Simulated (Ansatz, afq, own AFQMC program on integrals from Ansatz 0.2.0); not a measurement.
AFQMC on a folder of integrals that Ansatz 0.2.0 wrote.

```yaml
crystal:
  periodic: [false, false, false]
  atoms:
    - {symbol: B, position_ang: [0.000000, 0.000000, 0.000000]}
    - {symbol: N, position_ang: [0.000000, 0.000000, 4.389000]}
basis:
  gaussian: {orbitals: 6-31G}
magnetization: {spin_polarized: false, initial_magnetization: 2}
correlation: {method: ccsd_t, electrons: outside_noble_gas, hamiltonian_folder: ham}
```

```sh
$ ansatz run in.yaml --threads 1 --pin off --events-out ev --progress --plain --max-ram 16896MiB --backend cuda --devices 0, --max-vram 18GiB
```

afq runs on the folder ham with

```
--method phaseless --trial cisd --walkers 40 --populations 1 --least-time 40 --time-step 0.02 --steps-per-block 10 --equilibration-blocks 50 --max-blocks 200 --target-error 0.00136 --factor-cut 1e-05 --start spin_pure --seed 4179 --release-times 0.5,1,2 --release-step 0.02 --release-every 5 --taylor-order 6
```

Times are imaginary, in 1/Eh. The walk had a cap of 60 s.

```
orbitals 16  electrons 5 3  factors 69 of 258
reference energy -78.66246714 Eh
CCSD correlation -0.31775828 Eh in 36 cycles, weight of the determinant in the CISD state 0.1788
energy of the start -78.980233 Eh
 block  time / (1/Eh)  mean weight  energy / Eh
     1     0.200  0.9923  -78.974505
     2     0.400  0.9987  -78.972144
     3     0.600  0.9957  -78.970483
     4     0.800  0.9906  -78.970141
     5     1.000  1.0018  -78.972412
    10     2.000  0.9981  -78.973836
    37     7.400  1.0019  -78.941303
    67    13.400  0.9955  -78.959035
    97    19.400  0.9960  -78.986470
   121    24.200  0.9973  -79.023115
   127    25.400  0.9990  -78.977108
   157    31.400  1.0038  -79.015358
   187    37.400  1.0084  -78.908815
   217    43.400  0.9995  -78.888291
   247    49.400  0.9726  -79.000697
blocks merged  error / Eh  count
     1  0.003298  200
     2  0.004132  100
     4  0.004608  50
     8  0.004853  25
    16  0.005864  12
released: time / (1/Eh)  energy / Eh  error  mean overlap
  0.50  -78.972291  0.006296  1.0026
  1.00  -78.992309  0.008187  1.0238
  2.00  -78.993869  0.006338  1.0466
energy -78.959326 +/- 0.004853 Eh
(rows thinned)
```

Estimate how long the walk took on 1 × NVIDIA H100 80GB HBM3 with 2 threads of AMD EPYC 7R13 Processor (Zen 3) (shared host) (the card was shared).

20 s of wall time.

The run failed at least one of its tests; the cautions name the faults.

Against this walk (error 132.1 meV) on the same determinant: CCSD(T) 621.5 meV lower, CCSDTQ 594.5 meV lower, full CI 594.5 meV lower. The error is statistical and leaves out the bias of the constraint. Released to 2.00 1/Eh the energy lies 940 ± 217 meV (both errors) below the phaseless value, which shows part or all of the bias of the constraint, and full CI lies 345.5 meV above the released value. Full CI is exact here, so the walk's 594 meV above it is the walk's own error: the bias of the constraint with this trial, or a walk that hasn't relaxed. It lies above even CCSD, by 569 meV. The determinant is a poor start (see the cautions), so the low cluster orders aren't to be relied on, and full CI is the sure value.

Cautions: constraint bias not in the error; error above the target (132.1 against 37.0 meV); lower spins were not checked; a spin-contaminated unrestricted determinant lies lower (UHF 6.59 eV lower, ⟨S²⟩ 3.00); the search met a lower determinant of the same kind, perhaps of another symmetry (2.71 eV lower), and this one is a saddle point; strong correlation (T1 0.450, weight of the determinant 0.18, largest double 0.16); the CCSD(T) amplitudes may be one of several solutions (largest double 0.16); the CCSDTQ amplitudes may be one of several solutions (largest double 1.02); the next higher spin lies close (full CI puts it 5 meV above); the bias of populations of 40 walkers isn't removed; the time-step error isn't removed.

CCSDT and higher add their correlation energy to the determinant of the CCSD(T) run, since their own runs factorise the integrals more tightly (a shift of under 2 meV). A walk keeps the symmetry of its determinant, which the program's search chose and which needn't be the lowest solution, so a lower state of the same spin and another symmetry isn't excluded.
